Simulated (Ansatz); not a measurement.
C3H5N can be A, `CC1=NC1`, or B, `C=C=NC`.

Program: Ansatz. Geometries: PBE0-D4/def2-TZVP. ΔE: electronic, gas phase. CBS: MP2 limit from def2 TZ/QZ plus the TZ coupled-cluster correction, frozen cores. Functionals use def2-TZVPP. B3LYP here is the variant with VWN-RPA as its local correlation; programs differ in this.

**Question.** Which is lower in electronic energy at CCSD(T)/CBS, and by how much? (Estimate.)

**Answer.** Ansatz gave: B, by 27.3 kJ/mol.

**Question.** Give E(B) − E(A) in kJ/mol with B2PLYP, MP2/def2-TZVPP, HF/def2-TZVPP, LDA (SPW92), CCSD(T)/def2-TZVPP, B3LYP, B3LYP-D4. (Estimate.)

**Answer.** Computed: B2PLYP -40.5, MP2/def2-TZVPP -20.4, HF/def2-TZVPP -43.9, LDA (SPW92) -37.4, CCSD(T)/def2-TZVPP -26.9, B3LYP -49.7, B3LYP-D4 -49.0. None reverses the order clearly.

**Question.** Does the order hold for the free energy at 298.15 K (harmonic terms from PBE0-D4)? (Best estimate.)

**Answer.** Computed: Yes: G(B) − G(A) = -31.2 kJ/mol.

Largest T1 diagnostic: 0.014.

Leaving LDA and LC-ωPBE aside and taking each functional with its dispersion term where it has one, the values, not all of them listed here, spread over 33.2 kJ/mol, from BLYP-D4 to PBE-QIDH. At CCSD(T), def2-SVP lies +8.4 kJ/mol from the extrapolated value and def2-TZVPP +0.5 kJ/mol.
